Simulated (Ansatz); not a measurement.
System: SiF3, charge 0, doublet. SiF3 (SMILES F[Si](F)F, doublet).
B3LYP-D3(BJ)/def2-TZVP minimum from Ansatz (a first-principles code):
```xyz
4

Si     0.2161     0.2098     0.2226
F     -0.7209    -0.7467     1.0769
F     -0.7144     1.1195    -0.6880
F      1.0991    -0.6990    -0.7351
```
Charge 0, spin multiplicity 2.

Quantity: atomisation energy (electronic, to ground-state atoms), in kJ/mol. UHF or UKS for unpaired electrons; spin-orbit terms are left out. CBS(X,Y): correlation extrapolated as X^-3, Hartree-Fock from the larger set. A bracket is a step between two methods taken in the basis named. The functionals are non-relativistic, so their misses hold any scalar relativity. Double hybrids freeze cores in their MP2 part. '+ core + X2C': CCSD(T) terms for core correlation (cc-pwCVTZ, 1s frozen past Ne) and scalar relativity (cc-pVTZ-DK).

CCSD(T)/CBS(cc-pV(T+d)Z,cc-pV(Q+d)Z) + [CCSDT(Q) - CCSD(T)]/cc-pV(D+d)Z + core + X2C (Ansatz) gives 1703.6 kJ/mol.

### Question
What does PBE/def2-TZVPD (Ansatz) give here, and how do the other levels compare?

### Answer
PBE gives 1712.3 kJ/mol, 8.7 kJ/mol above it. Differences of the others: r2SCAN/def2-TZVPD (Ansatz) -2.1; B3LYP/def2-TZVPD (Ansatz) -49.3; PBE0/def2-TZVPD (Ansatz) -52.6; wB97M-V/def2-TZVPD (Ansatz) -27.0; B2PLYP/def2-TZVPD (Ansatz) -30.0; CCSD(T)/CBS(cc-pV(T+d)Z,cc-pV(Q+d)Z) + core + X2C (Ansatz) -2.7 kJ/mol. Nearer than PBE: r2SCAN/def2-TZVPD, CCSD(T)/CBS(cc-pV(T+d)Z,cc-pV(Q+d)Z) + core + X2C.
